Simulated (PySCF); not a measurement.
Gas-phase reaction: Al2H6 ⇌ 2 AlH + 2 H2

Computed with PySCF and rigid-rotor harmonic-oscillator thermochemistry at 1 bar. † marks an energy on the PBE0/def2-TZVP geometry and frequencies. All species are closed-shell singlets. B3LYP is the form with VWN-RPA correlation. Al2H6: computed as isolated molecules; such fragments, hydroxides, amides, oligomers or adducts are transient or little studied in the gas.

B3LYP/def2-TZVP† gives ΔH°(298 K) = 363 kJ.

Question: What do LDA/def2-TZVP†, BLYP/def2-TZVP†, r2SCAN/def2-TZVP† give?

Answer: LDA/def2-TZVP†: 459 kJ; BLYP/def2-TZVP†: 333 kJ; r2SCAN/def2-TZVP†: 435 kJ. For scale, ΔH°(298 K) is 363 kJ at this level, 383 kJ at ωB97M-V/def2-TZVP†, and runs from 333 to 459 kJ over the 19 levels computed.
